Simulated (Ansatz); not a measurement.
Molecule: BCl3, net charge 1, doublet state. 
Structure (B3LYP-D3(BJ)/def2-TZVP (Ansatz, an electronic-structure program) minimum search):
```
B
Cl 1 1.7274
Cl 1 1.7274 2 120.00
Cl 1 1.7274 2 120.00 3 -180.00
```
Charge +1, spin multiplicity 2.

Total electronic energies in hartree. Valence correlation only, unless marked. UHF or UKS for open shells. No spin-orbit coupling. Non-relativistic.  The program attaches cautions to a run behind CCSD/6-31G*: other roots. The program attaches cautions to a run behind CCSD/aug-cc-pV(D+d)Z: other roots. The program attaches cautions to a run behind CCSD/cc-pV(D+d)Z: other roots. The program attaches cautions to a run behind CCSD(T)/6-31G: other roots.

The Hartree-Fock reference is unstable (checked in the largest basis), which strains HF and MP2. 

| level | program | energy (Eh) |
|---|---|---|
| RI-HF/aug-cc-pV(T+d)Z | Ansatz | -1402.96616 |
| RI-HF/cc-pV(T+d)Z | Ansatz | (withheld) |
| r2SCAN-D3(BJ)/def2-TZVPD | Ansatz + dftd3 | -1405.11387 |
| r2SCAN-D4/def2-TZVPD | Ansatz + dftd4 | -1405.11365 |
| B97M-V/def2-TZVPD | Ansatz | -1404.86995 |
| B3LYP/def2-TZVPD | Ansatz | -1405.25558 |
| PBE0/STO-3G | Ansatz | -1389.39807 |
| PBE0/def2-SVP | Ansatz | -1404.22482 |
| PBE0-D3(BJ)/def2-TZVPD | Ansatz + dftd3 | -1404.72581 |
| BHLYP/def2-TZVPD | Ansatz | -1405.18281 |
| r2SCAN0-D4/def2-TZVPD | Ansatz + dftd4 | -1405.08718 |
| r2SCAN0/def2-TZVPD | Ansatz | -1405.08600 |
| CAM-B3LYP-D4/def2-TZVPD | Ansatz + dftd4 | -1405.22500 |
| wB97M-V/def2-TZVPD | Ansatz | -1405.12357 |
| wB97X-V/def2-TZVPD | Ansatz | -1404.98071 |
| PBE-QIDH/def2-TZVPD | Ansatz | -1404.44301 |
| RPA@PBE/cc-pV(T+d)Z | Ansatz | -1404.00490 |
| RI-MP2/aug-cc-pV(Q+d)Z | Ansatz | -1403.66760 |
| CCSD/6-31G* | Ansatz | -1403.33771 |
| CCSD/aug-cc-pV(D+d)Z | Ansatz | (withheld) |
| CCSD/cc-pV(D+d)Z | Ansatz | (withheld) |
| CCSD(T)/6-31G | Ansatz | -1402.94639 |

**Question.** Some entries are withheld; supply them.

**Answer.** 
- RI-HF/cc-pV(T+d)Z, energy (Eh): -1402.96494
- CCSD/aug-cc-pV(D+d)Z, energy (Eh): -1403.47318
- CCSD/cc-pV(D+d)Z, energy (Eh): -1403.43929
